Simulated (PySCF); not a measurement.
# M06-L/def2-TZVPP run of CHFO (formyl fluoride)

What is the vertical singlet–triplet gap of CHFO (formyl fluoride) at M06-L/def2-TZVPP? Input form: a Python script.

The calculation is run with PySCF 2.14.0.

2 further runs of the same task are left out: 2 set aside as unsound or not needed.

### 1 The molecule

CHFO has 4 atoms, charge 0, and is taken as a singlet. SMILES: `O=CF`. The shape is that of a GFN2-xTB optimisation.

Bond lengths: O1–C2 1.171 Å, C2–F3 1.341 Å, C2–H4 1.098 Å. Angles: O1–C2–F3 122.3°, O1–C2–H4 129.0°, F3–C2–H4 108.7°.

### 2 A single-point energy at M06-L/def2-TZVPP

input.xyz reads:

```xyz
4

O     -0.889680     0.196020     0.829980
C     -0.049740     0.073340     0.022930
F      0.584370    -1.090860    -0.181350
H      0.355050     0.821510    -0.671560
```

job.py reads:

```python
# formyl fluoride
from pyscf import gto, dft

system = gto.M(
    atom='input.xyz',
    basis='def2-tzvpp',
    verbose=4,
    max_memory=1860,
)

ks = dft.RKS(system, xc='m06-l')
ks.conv_tol = 1e-10
ks.grids.level = 5
ks.kernel()
if not ks.converged:
    ks = ks.newton().run(ks.mo_coeff, ks.mo_occ)

etot = ks.e_tot
print('E(%s) = %.9f' % ('M06-L', etot))
```

Run with:

```bash
$ OMP_NUM_THREADS=1 python job.py
```

The log of the run:

```text
PySCF version 2.14.0

[INPUT] num. atoms = 4
[INPUT] num. electrons = 24
[INPUT] charge = 0
[INPUT] spin (= nelec alpha-beta = 2S) = 0
[INPUT] symmetry False subgroup None
[INPUT] Mole.unit = angstrom
[INPUT] Symbol           X                Y                Z      unit          X                Y                Z       unit  Magmom
[INPUT]  1 O     -0.889680000000   0.196020000000   0.829980000000 AA   -1.681251538503   0.370424114937   1.568434888867 Bohr   0.0
[INPUT]  2 C     -0.049740000000   0.073340000000   0.022930000000 AA   -0.093994977436   0.138592513976   0.043331420036 Bohr   0.0
[INPUT]  3 F      0.584370000000  -1.090860000000  -0.181350000000 AA    1.104299255412  -2.061426640243  -0.342701832690 Bohr   0.0
[INPUT]  4 H      0.355050000000   0.821510000000  -0.671560000000 AA    0.670947260527   1.552428908591  -1.269064476213 Bohr   0.0

[... 60 lines left out ...]
converged SCF energy = -213.832526524108
E(M06-L) = -213.832526524
```

It took 26 s on 1 thread of Arm Neoverse V1, shared host; peak memory 0.59 GiB.

### 3 The triplet

input.py reads:

```python
from pyscf import gto, dft

mol = gto.M(
    atom='''
O     -1.681252     0.370424     1.568435
C     -0.093995     0.138593     0.043331
F      1.104299    -2.061427    -0.342702
H      0.670947     1.552429    -1.269064
''',
    unit='bohr',
    max_memory=1860,
    spin=2,
    basis='def2-tzvpp',
    verbose=3,
)

calc0 = dft.UKS(mol, xc='m06-l')
calc0.grids.level = 5
calc0.conv_tol = 1e-10
calc0.kernel()
if not calc0.converged:
    calc0 = calc0.newton().run(calc0.mo_coeff, calc0.mo_occ)

energy = calc0.e_tot
print(f'total energy: {energy:.8f} hartree')
```

Run with:

```bash
$ OMP_NUM_THREADS=1 python input.py
```

The log of the run:

```text
WARN: HOMO -0.089732025257927 >= LUMO -0.384842621330129

WARN: HOMO -0.0596599235924522 >= LUMO -0.194884775563292

WARN: HOMO -0.0839250316306526 >= LUMO -0.276438832151008

WARN: HOMO -0.0929687239225636 >= LUMO -0.268686210957512

WARN: HOMO -0.0937123912489319 >= LUMO -0.268778723152494

WARN: HOMO -0.090150592040672 >= LUMO -0.264478376927247

WARN: HOMO -0.0916509813878079 >= LUMO -0.264866514836406

WARN: HOMO -0.0915910495596179 >= LUMO -0.264630872670359

WARN: HOMO -0.0916282772606358 >= LUMO -0.264649288049078

WARN: HOMO -0.0916280307260884 >= LUMO -0.264653140327212

WARN: HOMO -0.0916280793465809 >= LUMO -0.26465362795367

WARN: HOMO -0.0916288405527794 >= LUMO -0.264654282535517

WARN: HOMO -0.0916285319946084 >= LUMO -0.264654296734928

converged SCF energy = -213.629320419961  <S^2> = 2.0075011  2S+1 = 3.0049966
total energy: -213.62932042 hartree
```

It took 62 s on 1 thread of Arm Neoverse V1, shared host; peak memory 0.61 GiB.

### 4 What came out

At M06-L/def2-TZVPP:

```
                                        quantity          value
                           singlet: total energy  -213.83253 Eh
                          singlet: dipole moment         1.92 D
                            singlet: HOMO energy       -8.06 eV
                            singlet: LUMO energy       -1.72 eV
                          singlet: HOMO–LUMO gap        6.34 eV
                           triplet: total energy  -213.62932 Eh
                          triplet: dipole moment         1.11 D
     triplet: HOMO energy (highest over α and β)       -2.49 eV
                                   triplet: ⟨S²⟩          2.008
vertical energy of the triplet above the singlet       5.530 eV
```

What this shows: At this shape the triplet lies 5.53 eV (534 kJ/mol) above the singlet. Mulliken charges (singlet) run from -0.37 on O1 to +0.42 on C2; they depend strongly on the basis. Mulliken charges (triplet) run from -0.22 on F3 to +0.24 on H4.
